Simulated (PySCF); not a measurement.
**How well do the runs reproduce experiment for trimethylamine?**

**The experiment to reproduce.**

From NIST CCCBDB Release 22 (SRD 101), experimental dipoles, for the gas: dipole moment (microwave Stark effect) 0.612 D.

From NIST CCCBDB Release 22 (SRD 101), experimental polarizabilities, for the gas: mean polarisability 7.076 Å³.

From Beach, A photoelectron spectroscopic study of bonding in inorganic and organometallic compounds, PhD thesis, LBL 1985, for the gas: N 1s binding energy of N2 404.82 eV; C 1s binding energy of C1/C3/C4 291.26 eV.

The runs below try to reproduce these values; the comparison stands at the end.

Trimethylamine, C3H9N.
Atom-mapped SMILES: `[CH3:1][N:2]([CH3:3])[CH3:4]` (hydrogens: H5, H6, H7 on C1; H8, H9, H10 on C3; H11, H12, H13 on C4)

Geometry (GFN2-xTB, Å), atoms numbered from 1 in this order:
```xyz
13
C3H9N angstrom
C     -0.357    1.301    0.379
N     -0.137   -0.122    0.522
C      1.266   -0.453    0.395
C     -0.943   -0.877   -0.414
H     -0.065    1.679   -0.614
H      0.221    1.829    1.136
H     -1.413    1.516    0.535
H      1.676   -0.199   -0.596
H      1.398   -1.522    0.561
H      1.830    0.088    1.153
H     -0.695   -0.655   -1.465
H     -0.791   -1.941   -0.239
H     -1.994   -0.644   -0.248
```

The PySCF runs (gas phase, on this GFN2-xTB geometry; non-relativistic but for the core-level run):

| level | job | basis functions |
| --- | --- | --- |
| PBE0/pcSseg-1 | shieldings, charges and field gradients | 113 |
| wB97X-D/def2-SVPD | 8 singlets by full TDDFT, 3 Tamm–Dancoff triplets, polarisability | 152 |
| PBE0/def2-SVPD | 6 singlets by full TDDFT, 2 Tamm–Dancoff triplets, polarisability | 152 |
| B3LYP/pcJ-1 | spin–spin couplings from 13 perturbed nuclei, spin–dipole term for 1 of them | 198 |
| delta-SCF UKS SCAN, pcX-2 on the ionised atom, pcseg-1 elsewhere, spin-free X2C | ΔSCF core ionisation, 2 holes | 132 |

## Comparison

**Dipole moment.** Measured: 0.612 D (NIST CCCBDB Release 22 (SRD 101), experimental dipoles).

| level | computed (D) | computed − measured (D) | % (from the printed values) |
| --- | --- | --- | --- |
| PBE0/pcSseg-1 | 0.597 | -0.015 | -2 |
| wB97X-D/def2-SVPD | 0.632 | +0.020 | +3 |
| PBE0/def2-SVPD | 0.574 | -0.038 | -6 |
| B3LYP/pcJ-1 | 0.531 | -0.081 | -13 |

Closest is PBE0/pcSseg-1 (-0.015 D), furthest B3LYP/pcJ-1 (-0.081 D); one molecule doesn't rank methods. The computed dipoles belong to one fixed geometry; measured ones are averaged over vibrations unless marked μe. Magnitudes are compared, not signs.

**Mean polarisability.** Measured: 7.076 Å³ (NIST CCCBDB Release 22 (SRD 101), experimental polarizabilities).

```csv
level,computed (Å³),computed − measured (Å³),% (from the printed values)
wB97X-D/def2-SVPD,7.241,+0.165,+2
PBE0/def2-SVPD,7.312,+0.236,+3
```

Closest is wB97X-D/def2-SVPD (+0.165 Å³), furthest PBE0/def2-SVPD (+0.236 Å³); one molecule doesn't rank methods. The computed values are static and purely electronic, with core orbitals frozen in the response (1 au = 0.148185 Å³). The table of measured values doesn't say here whether a value is static or optical, or holds a vibrational part.

**Core binding energies.** Delta-SCF UKS SCAN, pcX-2 on the ionised atom, pcseg-1 elsewhere, spin-free X2C in PySCF 2.14.0.

```tsv
level and atom	computed (eV)	measured (eV)	computed − measured (eV)
N 1s, N2	404.65	404.82	-0.17
C 1s, C1/C3/C4	291.20	291.26	-0.06
```

Sources, in the order of the opening: Beach, A photoelectron spectroscopic study of bonding in inorganic and organometallic compounds, PhD thesis, LBL 1985. Against the first value of each row the mean signed difference is -0.12 eV and the largest in size -0.17 eV. The computed values are vertical, without vibrational structure; measured positions hang on the energy calibration. Atoms equivalent by their bonding share one computed value, that of the first of them.

The geometry is computed, not the measured one. Where a level misses, the cause wasn't examined.
